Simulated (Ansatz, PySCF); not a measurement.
formaldehyde cation (CH2O), SMILES C=O (connectivity only; charge and spin as stated), charge +1, multiplicity 2. Atoms are numbered in the order given.

```xyz
4

C      0.0000     0.0000    -0.5609
O      0.0000     0.0000     0.6258
H      0.0000     0.9680    -1.1244
H      0.0000    -0.9680    -1.1244
```
Charge +1, spin multiplicity 2.

The structure is a stationary point at B3LYP-D3(BJ)/def2-TZVPD. The multiplicity is an assumed one; other spin states were not compared.

Two levels are set side by side: PBE-D3(BJ)/def2-TZVPD (Ansatz, a first-principles code) and B3LYP-D3(BJ)/def2-TZVPD (Ansatz). Each level has its own optimised geometry; the coordinates shown are those of the second. Frequencies come from the Hessian of PySCF at each geometry. Differences are taken from unrounded values.

| quantity | B3LYP-D3(BJ) | PBE-D3(BJ) | PBE-D3(BJ) minus B3LYP-D3(BJ) |
|---|---|---|---|
| mean bond length (Å) | 1.142 | 1.153 | 0.011 |
| bond C1–O2 (Å) | 1.187 | 1.189 | 0.003 |
| bond C1–H3 (Å) | 1.120 | 1.135 | 0.015 |
| bond C1–H4 (Å) | 1.120 | 1.135 | 0.015 |
| highest harmonic wavenumber (cm⁻¹) | 2838 | 2699 | -140 |
| mean harmonic wavenumber (cm⁻¹) | 1743 | 1671 | -72 |
| zero-point energy (kcal/mol) | 14.95 | 14.34 | -0.62 |

GGA bonds tend to be longer and softer than those of functionals with exact exchange. Differences between two approximate levels are no errors against the true value.
